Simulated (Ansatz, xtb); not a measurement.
# A geometry optimisation of C2H5O2− with r2SCAN-D4/def2-SVPD

The starting geometry of this gas-phase singlet was built from a drawn formula by distance geometry and a force field; its bonds are those of `[O-]CCO`.

```xyz
9

C    -0.1725   -0.5911   -1.3105
C    -0.2183    0.9514   -1.4978
O    -0.2605   -1.1317   -2.5231
O     0.8484    1.3680   -2.4150
H     0.6991   -0.7644   -0.6222
H    -0.9626   -0.7742   -0.5612
H    -1.1757    1.3395   -1.9321
H    -0.0658    1.4960   -0.5576
H     0.8453    0.4929   -2.9316
```

Task: Predict what becomes of its bonds when it is optimised with r2SCAN-D4/def2-SVPD.

Result: It keeps its bonds, and is `[O-]CCO`.

The energy falls by 0.34 eV over 10 steps:

| step | E − E(last) (eV) |
| --- | --- |
| 1 | 0.339 |
| 2 | 0.088 |
| 3 | 0.037 |
| 4 | 0.019 |
| 5 | 0.009 |
| 6 | 0.006 |
| 7 | 0.001 |
| 8 | 0.000 |
| 9 | 0.000 |
| 10 | 0.000 |

Final geometry (Å):

```yaml
atoms:
  - { symbol: C, position_ang: [-0.1623, -0.5282, -1.2987] }
  - { symbol: C, position_ang: [-0.1822, 1.0311, -1.4726] }
  - { symbol: O, position_ang: [0.0810, -1.0808, -2.5102] }
  - { symbol: O, position_ang: [0.7067, 1.2960, -2.5292] }
  - { symbol: H, position_ang: [0.6322, -0.7668, -0.5225] }
  - { symbol: H, position_ang: [-1.1347, -0.8377, -0.8172] }
  - { symbol: H, position_ang: [-1.2145, 1.3696, -1.7318] }
  - { symbol: H, position_ang: [0.1271, 1.5664, -0.5509] }
  - { symbol: H, position_ang: [0.6842, 0.3367, -2.9182] }
```

From the same start GFN2-xTB ends elsewhere, differing in O3–H9 (1.23 against 1.59 Å here).

The end wasn't checked by frequencies. Run with Ansatz 0.2.0, 16 s on 2 threads of Arm Neoverse V2, with other jobs on the host.
